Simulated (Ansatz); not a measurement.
# C₃H₈ (singlet): the correlation ladder, cc-pVDZ

How much of the correlation energy of C₃H₈ (singlet) does each wave-function method recover here?

Program: Ansatz 0.2.0, Gaussian basis. Level of theory: cc-pVDZ, core rule «outside noble gas», up to 3 orbitals frozen. These are calculated values, not measurements.

To be run: UHF; CCSD(T) on RHF; BCCD(T) on RHF; CISD; CCSDT(Q) on RHF; CASSCF and MRCISD+Q, 8 electrons in 8 orbitals; CASSCF and NEVPT4(SD), 8 electrons in 8 orbitals; CASSCF and NEVPT2, 8 electrons in 8 orbitals.

18 further runs of the same task are left out: 1 that didn't finish, 17 set aside as unsound or not needed.

**1. The system**

The geometry is an MP2(full)/6-31G* stationary point (not a proven minimum).

11 atoms, charge 0, spin multiplicity 1.

Atoms are counted from 1 here; the program's logs count them from 0.

Bond lengths: C1–C2 1.524 Å, C1–C3 1.524 Å, C1–H4 1.096 Å, C1–H5 1.096 Å, C2–H6 1.094 Å, C2–H8 1.094 Å, C2–H9 1.094 Å, C3–H7 1.094 Å, C3–H10 1.094 Å, C3–H11 1.094 Å. Angles: C2–C1–C3 112.4°, C2–C1–H4 109.5°, C2–C1–H5 109.5°, C3–C1–H4 109.5°, C3–C1–H5 109.5°, H4–C1–H5 106.3°, C1–C2–H6 111.5°, C1–C2–H8 110.8°, C1–C2–H9 110.8°, H6–C2–H8 107.9°, H6–C2–H9 107.9°, H8–C2–H9 107.7°, C1–C3–H7 111.5°, C1–C3–H10 110.8°, C1–C3–H11 110.8°, H7–C3–H10 107.9°, H7–C3–H11 107.9°, H10–C3–H11 107.7°.

Coordinates:

```mol
C3H8
  3D, bonds by distance, orders not assigned

 11 10  0  0  0  0  0  0  0  0999 V2000
    0.0000    0.0000    0.5786 C   0  0
    0.0000    1.2669   -0.2693 C   0  0
    0.0000   -1.2669   -0.2693 C   0  0
   -0.8769    0.0000    1.2356 H   0  0
    0.8769    0.0000    1.2356 H   0  0
    0.0000    2.1662    0.3530 H   0  0
    0.0000   -2.1662    0.3530 H   0  0
    0.8836    1.3042   -0.9135 H   0  0
   -0.8836    1.3042   -0.9135 H   0  0
   -0.8836   -1.3042   -0.9135 H   0  0
    0.8836   -1.3042   -0.9135 H   0  0
  1  2  8  0
  1  3  8  0
  1  4  8  0
  1  5  8  0
  2  6  8  0
  2  8  8  0
  2  9  8  0
  3  7  8  0
  3 10  8  0
  3 11  8  0
M  END
```

**2. UHF**

The input, in.yaml:

```yaml
crystal:
  periodic: [false, false, false]
  atoms:
    - {symbol: C, position_ang: [0.000000, 0.000000, 0.578609]}
    - {symbol: C, position_ang: [0.000000, 1.266857, -0.269293]}
    - {symbol: C, position_ang: [0.000000, -1.266857, -0.269293]}
    - {symbol: H, position_ang: [-0.876898, 0.000000, 1.235606]}
    - {symbol: H, position_ang: [0.876898, 0.000000, 1.235606]}
    - {symbol: H, position_ang: [0.000000, 2.166150, 0.352959]}
    - {symbol: H, position_ang: [0.000000, -2.166150, 0.352959]}
    - {symbol: H, position_ang: [0.883619, 1.304234, -0.913512]}
    - {symbol: H, position_ang: [-0.883619, 1.304234, -0.913512]}
    - {symbol: H, position_ang: [-0.883619, -1.304234, -0.913512]}
    - {symbol: H, position_ang: [0.883619, -1.304234, -0.913512]}
basis:
  gaussian: {orbitals: cc-pVDZ}
magnetization: {spin_polarized: true, initial_magnetization: 0}
hamiltonian: {xc: hf}
output: {orbitals: {seedname: orbitals}}
```

Command:

```sh
$ ansatz run in.yaml --threads 1 --pin off --events-out ev --progress --plain --max-ram 4096MiB --backend cpu
```

After this run come: CCSD(T) on RHF; BCCD(T) on RHF; CISD; CCSDT(Q) on RHF; CASSCF and MRCISD+Q, 8 electrons in 8 orbitals; CASSCF and NEVPT4(SD), 8 electrons in 8 orbitals; CASSCF and NEVPT2, 8 electrons in 8 orbitals.

Before running them: what should the planned runs give, taken together? Wanted: RCCSDT(Q) below the RHF energy; RMP2 from RCCSDT(Q); RCCSD from RCCSDT(Q); RCCSD(T) from RCCSDT(Q); NEVPT2 frontier from RCCSDT(Q); NEVPT4(SD) frontier from RCCSDT(Q); MRCISD+Q frontier from RCCSDT(Q); T1 diagnostic.

As calculated:

| quantity | value |
| --- | --- |
| RCCSDT(Q) below the RHF energy | -13.8686 eV |
| RMP2 from RCCSDT(Q) | +1754.6 meV |
| RCCSD from RCCSDT(Q) | +398.6 meV |
| RCCSD(T) from RCCSDT(Q) | +40.6 meV |
| NEVPT2 frontier from RCCSDT(Q) | +1993.0 meV |
| NEVPT4(SD) frontier from RCCSDT(Q) | +233.6 meV |
| MRCISD+Q frontier from RCCSDT(Q) | +236.3 meV |
| levels within 1 kcal/mol (43 meV) | RCCSD(T), BCCD(T), RCCSDT |
| T1 diagnostic | 0.006 |

RCCSD(T) misses by +40.6 meV, 0.3 % of the correlation energy. Of the multireference levels listed NEVPT4(SD) frontier comes nearest in total energy (+233.6 meV), which doesn't show that its space is the better one. These misses are within one basis, not against nature.
